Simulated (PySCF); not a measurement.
isobutene (C4H8), SMILES C=C(C)C.

Coordinates come from a PBE0-D3(BJ)/def2-SVP optimisation.

Method: TDDFT-B3LYP/def2-SVPD in PySCF.

Vertical excitations. Gas-phase values at a fixed geometry. State labels are in the subgroup C2v.

Computed UV-visible absorptions:
| state | symmetry | energy (eV) | λ (nm) | f | main pairs |
|---|---|---|---|---|---|
| S1 | B2 | 6.34 | 196 | 0.001 | HOMO→LUMO+1 99 % |
| S2 | A1 | 7.10 | 175 | 0.417 | HOMO→LUMO 96 % |
| S3 | B2 | 7.41 | 167 | 0.037 | HOMO→LUMO+3 99 % |
| S4 | A2 | 7.41 | 167 | 0.000 | HOMO→LUMO+2 99 % |
| S5 | A2 | 8.09 | 153 | 0.000 | HOMO→LUMO+5 56 %, HOMO−1→LUMO 43 % |
| S6 | B2 | 8.19 | 151 | 0.019 | HOMO→LUMO+4 99 % |
| S7 | A2 | 8.22 | 151 | 0.000 | HOMO−1→LUMO 57 %, HOMO→LUMO+5 42 % |
| S8 | B2 | 8.74 | 142 | 0.009 | HOMO→LUMO+7 86 % |
| S9 | A1 | 8.76 | 141 | 0.000 | HOMO→LUMO+6 98 % |
| S10 | B2 | 8.82 | 141 | 0.000 | HOMO−2→LUMO 86 % |
| T1 | A1 | 4.35 | 285 | 0 | HOMO→LUMO 96 % |
| T2 | B2 | 6.24 | 199 | 0 | HOMO→LUMO+1 98 % |
| T3 | B2 | 7.31 | 170 | 0 | HOMO→LUMO+3 98 % |
| T4 | A2 | 7.38 | 168 | 0 | HOMO→LUMO+2 98 % |
Triplets are in the Tamm–Dancoff approximation, which puts them higher than full response would, so one can lie above its singlet here.
